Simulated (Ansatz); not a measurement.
# B₃H+ (doublet): from Hartree-Fock to the top rungs, cc-pVTZ

The task here is to estimate one member of a computed series from the others.

Method: cc-pVTZ, core rule «outside noble gas», up to 3 orbitals frozen; program: Ansatz 0.2.0, Gaussian basis.

Plan: UHF; CCSD(T) on ROHF; CCSD(T) on UHF; BCCD(T) on ROHF; CCSDT(Q) on ROHF; CCSDT(Q) on UHF; CASSCF and NEVPT2, 9 electrons in 13 orbitals.

4 further runs of the same task are left out: 4 set aside as unsound or not needed. Runs told in other sessions of the task aren't counted.

## What is computed

The geometry is a PBE0/def2-TZVP stationary point (not a proven minimum) of the parent state, kept for this charge and spin.

4 atoms, charge 1, spin multiplicity 2.

Atoms are counted from 1 here; the program's logs count them from 0.

Bond lengths: B1–B2 1.597 Å, B1–B3 1.597 Å, B1–H4 1.184 Å, B2–B3 1.488 Å. Angles: B2–B1–B3 55.5°, B2–B1–H4 152.2°, B3–B1–H4 152.2°, B1–B2–B3 62.2°, B1–B3–B2 62.2°.

Set-up of the first run:

The input, in.yaml:

```yaml
crystal:
  periodic: [false, false, false]
  atoms:
    - {symbol: B, position_ang: [0.000000, 0.000000, 0.877935]}
    - {symbol: B, position_ang: [0.000000, -0.744017, -0.535109]}
    - {symbol: B, position_ang: [0.000000, 0.744017, -0.535109]}
    - {symbol: H, position_ang: [0.000000, 0.000000, 2.062404]}
basis:
  gaussian: {orbitals: cc-pVTZ}
total_charge: 1
magnetization: {spin_polarized: true, initial_magnetization: 1}
hamiltonian: {xc: hf}
output: {orbitals: {seedname: orbitals}}
```

The run is started by

```console
$ ansatz run in.yaml --threads 1 --pin off --events-out ev --progress --plain --max-ram 4096MiB --backend cpu
```

Steps of the session up to this table: UHF; CCSD(T) on ROHF; CCSD(T) on UHF; BCCD(T) on ROHF; CCSDT(Q) on ROHF; CCSDT(Q) on UHF; CASSCF and NEVPT2, 9 electrons in 13 orbitals.

One table of the session follows, with a row left open; its other results are not shown here.

```
        method  from RCCSDT(Q) (meV)
          ROHF               +7856.5
           UHF               +7497.7
          RMP2               +1350.9
          UMP2               +2054.5
         RCCSD                +621.7
         UCCSD                     ?
      RCCSD(T)                 +84.3
      UCCSD(T)                +189.0
       BCCD(T)                 +89.1
        RCCSDT                 +48.6
        UCCSDT                 +55.2
     RCCSDT(Q)                     0
     UCCSDT(Q)                 -12.2
CASSCF valence               +3289.5
NEVPT2 valence                +662.2
```

**Question.** Estimate the row for UCCSD.

**Answer.** from RCCSDT(Q) (meV): +674.0. In the column «from RCCSDT(Q) (meV)» it lies between NEVPT2 valence (+662.2) and RMP2 (+1350.9).

Caveats from the session: The determinant of HF (⟨S²⟩ 1.59) is far from a pure spin state, so its energy mixes those of several spin states; that is harmless only where they are near-degenerate. The determinant of CCSD(T) (⟨S²⟩ 1.59) is far from a pure spin state, so its energy mixes those of several spin states; high orders of coupled cluster remove much of that, low ones don't. The determinant of CCSDT(Q) (⟨S²⟩ 1.59) is far from a pure spin state, so its energy mixes those of several spin states; high orders of coupled cluster remove much of that, low ones don't. Restricted and unrestricted rows rest on different reference determinants; a gap between their highest levels can come from leftover correlation error, from unlike frozen cores or from another state.
